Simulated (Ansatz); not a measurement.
**What a trial cell of Cs2H relaxes into**

Computed with Ansatz, DFT PBE, scalar-relativistic, plane waves, PAW. Cutoff 420 eV, Γ-centred k mesh, Gaussian smearing, no spin polarisation in the final step.

The start is a random cell of Cs2H with space group P4_2nm (No. 102), drawn with lower limits on the distances.

```
Cs H
1.0
     5.66858    0.00000    0.00000
     0.00000    5.66858    0.00000
     0.00000    0.00000    6.28537
Cs H
4 2
Cartesian
  4.2514 4.2514 1.5603
  1.4171 1.4171 1.5603
  1.4171 4.2514 4.7030
  4.2514 1.4171 4.7030
  0.0000 0.0000 1.3559
  2.8343 2.8343 4.4986
```

Steps on the 4×4×4 mesh (6 atoms). 12 of 20 steps are shown, and the free energy counts from the last. Trial steps that were taken back and renewals of the plane-wave basis can be among the rows.

| step | ΔF (meV/atom) | V (Å³/atom) | P (GPa) | largest force component (eV/Å) |
| --- | --- | --- | --- | --- |
| 1 | 916.1 | 33.66 | 9.61 | 2.216 |
| 3 | 313.1 | 39.69 | 3.27 | 0.393 |
| 4 | 214.4 | 43.45 | 1.90 | 0.151 |
| 6 | 119.5 | 50.27 | 0.74 | 0.064 |
| 8 | 92.0 | 56.39 | -0.03 | 0.009 |
| 10 | 80.7 | 54.07 | -0.21 | 0.080 |
| 11 | 70.3 | 51.92 | -0.25 | 0.118 |
| 13 | 50.2 | 48.66 | -0.14 | 0.044 |
| 15 | 48.5 | 47.37 | 0.04 | 0.006 |
| 17 | 9.9 | 48.66 | 0.36 | 0.004 |
| 18 | 3.6 | 50.61 | 0.18 | 0.005 |
| 20 | 0.0 | 52.77 | 0.05 | 0.006 |

The cell was then made exact in the group found at 0.06 Å. A final relaxation ran on a 6×6×8 mesh. The relaxed crystal, P4_2/mnm (No. 136):

Space group P4_2/mnm (No. 136). a = 8.428 Å, b = 8.428 Å, c = 4.590 Å, α = 90.00°, β = 90.00°, γ = 90.00°
```csv
atom,site,symmetry,x,y,z
Cs,4f,m.2m,0.6858,0.6858,0.0000
H,2a,m.mm,0.0000,0.0000,0.0000
```

| Quantity | Value |
| --- | --- |
| Volume per atom | 54.33 Å³ |
| Density | 2.72 g/cm³ |
| Energy over the elements | -0.01 eV/atom |
| Gap on the 6×6×8 mesh | 0 eV (a metal) |

Formation energies are uncorrected and refer to the elements' standard structures at the same level (H₂ as a molecule).

The final run used a 6×6×8 mesh on its 6-atom cell and 0.10 eV smearing. For metals, differences of a few meV/atom aren't resolved.

A structure relaxed within its symmetry needn't be a true minimum.

Cost: 2 runs of about 3.6 core-minutes in all, on Intel Xeon 6975P-C (Granite Rapids) (shared hosts).